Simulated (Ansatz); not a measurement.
**BClH₂S (SMILES SBCl): functionals against CCSD(T) at one geometry**

One table from this session's results is given with a row withheld; the runs are named, their logs left out.

Program: Ansatz 0.2.0, Gaussian basis. Level of theory: single points in def2-TZVPP. These are calculated values, not measurements.

Correlated methods freeze the cores.

### Where the work starts

SMILES `SBCl`, 5 atoms, charge 0, spin multiplicity 1.

Atoms are counted from 1 here; the program's logs count them from 0.

Bond lengths: S1–B2 1.850 Å, S1–H4 1.368 Å, B2–Cl3 1.753 Å, B2–H5 1.231 Å. Angles: B2–S1–H4 98.0°, S1–B2–Cl3 120.6°, S1–B2–H5 120.9°, Cl3–B2–H5 118.5°.

Geometry (Å):

```mol
BClH2S
  3D, bonds by distance, orders not assigned

  5  4  0  0  0  0  0  0  0  0999 V2000
   -1.3018   -0.0304   -0.4337 S   0  0
    0.4305   -0.2513    0.1758 B   0  0
    0.9711   -1.8044    0.7821 Cl  0  0
   -1.2193    1.2948   -0.7650 H   0  0
    1.2241    0.6891    0.1812 H   0  0
  1  2  8  0
  1  4  8  0
  2  3  8  0
  2  5  8  0
M  END
```

Set-up of the first run:

Input file run/in.yaml:

```yaml
crystal:
  periodic: [false, false, false]
  atoms:
    - {symbol: S, position_ang: [-1.301800, -0.030400, -0.433700]}
    - {symbol: B, position_ang: [0.430500, -0.251300, 0.175800]}
    - {symbol: Cl, position_ang: [0.971100, -1.804400, 0.782100]}
    - {symbol: H, position_ang: [-1.219300, 1.294800, -0.765000]}
    - {symbol: H, position_ang: [1.224100, 0.689100, 0.181200]}
basis:
  gaussian: {orbitals: def2-TZVPP}
correlation: {method: ccsd_t}
output: {forces: true}
```

No record of the launch command was kept for these runs.

Among the steps run: CCSD(T)/def2-TZVPP; PBE0-D4/def2-TZVPP; wB97M-V/def2-TZVPP; r2SCAN-D4/def2-TZVPP; PBE-D4/def2-TZVPP; HSE06-D4/def2-TZVPP; BHLYP-D4/def2-TZVPP.

One of the session's tables, all rows but one given; the rest of the session is left out.

```
   method  RMS force component (eV/Å)  angle to CCSD(T) forces (°)  dipole (D)
  CCSD(T)                       0.520                    reference        1.37
  PBE0-D4                       0.517                         11.1        1.41
  wB97M-V                       0.557                          4.0        1.36
r2SCAN-D4                       0.497                          7.0        1.39
   PBE-D4                           ?                            ?           ?
 HSE06-D4                       0.514                         10.9        1.41
 BHLYP-D4                       0.627                          8.0        1.48
```

**Question.** Estimate the row for PBE-D4.

**Answer.** RMS force component (eV/Å): 0.424; angle to CCSD(T) forces (°): 15.3; dipole (D): 1.31. In the column «RMS force component (eV/Å)» it is the lowest.
